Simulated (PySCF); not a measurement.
**Bond length, frequency and bond energy of SiN⁺ by level of theory**

State: ³Σ⁻ (triplet), unpaired electrons π ↑↑. Set-up: Si 6-311G(d,p), N 6-311G(d,p); no relativity (PySCF 2.14). De refers to Si⁺ + N in their high-spin ground configurations, without counterpoise correction. The functionals are run spin-unrestricted. A positive dipole points towards N; it is taken about the centre of mass and depends on that origin.

```json
{"Level": "UHF", "Re (Å)": "1.764", "ωe (cm⁻¹)": "829", "De (eV)": "0.63", "μ (D)": "-3.09"}
{"Level": "UHF-MP2", "Re (Å)": "1.779", "ωe (cm⁻¹)": "816", "De (eV)": "1.82", "μ (D)": "n/a"}
{"Level": "UHF-SCS-MP2", "Re (Å)": "1.782", "ωe (cm⁻¹)": "801", "De (eV)": "1.82", "μ (D)": "n/a"}
{"Level": "UHF-CCSD", "Re (Å)": "1.789", "ωe (cm⁻¹)": "780", "De (eV)": "1.82", "μ (D)": "n/a"}
{"Level": "UHF-CCSD(T)", "Re (Å)": "1.795", "ωe (cm⁻¹)": "767", "De (eV)": "1.93", "μ (D)": "n/a"}
{"Level": "LDA", "Re (Å)": "1.809", "ωe (cm⁻¹)": "743", "De (eV)": "3.24", "μ (D)": "-2.48"}
{"Level": "PBE", "Re (Å)": "1.825", "ωe (cm⁻¹)": "725", "De (eV)": "2.88", "μ (D)": "-2.48"}
{"Level": "revPBE", "Re (Å)": "1.831", "ωe (cm⁻¹)": "717", "De (eV)": "2.69", "μ (D)": "-2.46"}
{"Level": "r²SCAN", "Re (Å)": "1.803", "ωe (cm⁻¹)": "756", "De (eV)": "2.44", "μ (D)": "-2.54"}
{"Level": "B3LYP", "Re (Å)": "1.802", "ωe (cm⁻¹)": "761", "De (eV)": "2.56", "μ (D)": "-2.70"}
{"Level": "PBE0", "Re (Å)": "1.793", "ωe (cm⁻¹)": "781", "De (eV)": "2.50", "μ (D)": "-2.65"}
{"Level": "ωB97X", "Re (Å)": "1.781", "ωe (cm⁻¹)": "807", "De (eV)": "2.42", "μ (D)": "-2.71"}
```

**Question.** Which functional lies closest to UHF-CCSD(T) in De, which farthest, and by how much do they differ from it?

**Answer.** Closest is ωB97X (-1.4 pm in Re, +5.2 % in ωe, +0.49 eV in De against UHF-CCSD(T) in the same basis), farthest LDA (+1.4 pm in Re, -3.1 % in ωe, +1.31 eV in De). CCSD(T) converges more slowly with the basis than the functionals do and binds too weakly in this one, so the order can change at the basis-set limit.

**Question.** What does a quarter of exact exchange do here, going from PBE to PBE0?

**Answer.** PBE0 less PBE: -3.2 pm in Re, +7.7 % in ωe, -0.38 eV in De. Exact exchange removes part of the self-interaction that spreads semilocal densities, and in most molecules shortens and stiffens the bond and lowers De; so it does here.

**Question.** What does the step from GGA to meta-GGA do here, going from PBE to r²SCAN?

**Answer.** r²SCAN less PBE: -2.2 pm in Re, +4.3 % in ωe, -0.44 eV in De. 

Correlated steps freeze 6 core orbitals. For an ion De counts to the pair picked by the measured ionisation energies or electron affinities, which need not be the lowest pair at this level. The state is the lowest determinant that a PBE0 search found; another state may lie lower at other levels.

The whole job (state search and all levels along the bond) took about 2.3 min on 1 thread of Arm Neoverse N1 (shared host), peak memory 0.53 GiB.
